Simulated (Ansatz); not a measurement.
in.yaml

```yaml
crystal:
  periodic: [false, false, false]
  atoms:
    - {symbol: Cl, position_ang: [0.103289, -0.577154, 1.791796]}
    - {symbol: Ga, position_ang: [-0.061585, 0.569868, 0.004878]}
    - {symbol: Cl, position_ang: [0.015035, -0.601204, -1.801814]}
    - {symbol: H, position_ang: [0.098144, 2.027340, 0.014912]}
basis:
  gaussian: {orbitals: cc-pVDZ}
magnetization: {spin_polarized: false}
hamiltonian: {xc: hf}
output: {orbitals: {seedname: orbitals}}
```

```sh
$ ansatz run in.yaml --threads 1 --pin off --events-out ev --progress --plain --max-ram 2393MiB
```

Output:

```
757 factors; integrals over basis functions are off by at most 8.7e-4 eV
mean field evaluation 1: about -77358.5386 eV, gradient 1.8e1 eV
mean field evaluation 2: about -77358.5475 eV, gradient 1.8e1 eV
mean field evaluation 4: about -77359.7308 eV, gradient 1.2e0 eV
mean field evaluation 8: about -77359.7406 eV, gradient 3.3e-4 eV
mean field -77359.74058615 eV, -2842.9180302256 hartree, gradient 1.9e-5 eV, S^2 0.000000; 0 other end points of the search recorded, 0 dependent functions left out
reference -77359.74058615 eV, -2842.9180302256 hartree; 33, 33 occupied and 35, 35 virtual orbitals, 757 factors
Total energy: -77359.74058615 eV, -2842.9180302256 hartree
```

Ran on 1 thread of Intel Xeon, shared host: 2.4 s wall, 0.22 GiB peak host memory.
